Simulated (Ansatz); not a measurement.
in.yaml

```yaml
crystal:
  periodic: [false, false, false]
  atoms:
    - {symbol: C, position_ang: [0.000000, 0.000000, 0.000000]}
    - {symbol: H, position_ang: [0.000000, 0.000000, 3.928000]}
basis:
  gaussian: {orbitals: STO-3G}
total_charge: 1
magnetization: {spin_polarized: true, initial_magnetization: 0}
correlation: {method: ccsdt_q, electrons: valence}
```

```sh
$ ansatz run in.yaml --threads 1 --pin off --events-out ev --progress --plain --max-ram 2393MiB
```

(1) Roughly how long does this take on 1 thread of AMD EPYC 9R45, shared host, and how much host memory?

```
76 factors; integrals over basis functions are off by at most 1.4e-8 eV
mean field evaluation 1: about -1009.4207 eV, gradient 8.6e-1 eV
mean field evaluation 2: about -1009.4207 eV, gradient 8.6e-1 eV
mean field evaluation 4: about -1006.3891 eV, gradient 1.7e1 eV
mean field evaluation 8: about -1010.8639 eV, gradient 3.6e-2 eV
mean field evaluation 16: about -1011.1164 eV, gradient 1.6e0 eV
mean field evaluation 32: about -1015.9906 eV, gradient 2.4e-3 eV
mean field evaluation 64: about -1015.9907 eV, gradient 8.2e-4 eV
mean field evaluation 96: about -1015.9905 eV, gradient 7.0e-5 eV
mean field evaluation 128: about -1011.1857 eV, gradient 1.0e-3 eV
mean field evaluation 160: about -1015.9907 eV, gradient 2.0e-3 eV
...
cycle  21  -1.11791489 eV  change   -7.8e-5 eV  update   3.9e-6
cycle  22  -1.11788120 eV  change    3.4e-5 eV  update   1.4e-6
cycle  23  -1.11789916 eV  change   -1.8e-5 eV  update   1.4e-6
cycle  24  -1.11789382 eV  change    5.3e-6 eV  update   3.3e-7
cycle  25  -1.11789462 eV  change   -8.1e-7 eV  update   3.2e-7
cycle  26  -1.11789484 eV  change   -2.1e-7 eV  update   2.5e-7
cycle  27  -1.11789722 eV  change   -2.4e-6 eV  update   2.0e-7
cycle  28  -1.11789677 eV  change    4.5e-7 eV  update   8.3e-8
cycle  29  -1.11789623 eV  change    5.4e-7 eV  update   6.7e-8
cycle  30  -1.11789633 eV  change   -1.0e-7 eV  update   9.6e-9
perturbative correction 0.00005689 eV, 0.0000020908 hartree
WARN: these amplitudes may be one of several solutions (largest doubles amplitude 1.00, level shift 0.00 eV)
Total energy: -1017.10851619 eV, -37.3780485492 hartree
```

Answers

(1) 0.78 s wall and 0.21 GiB.
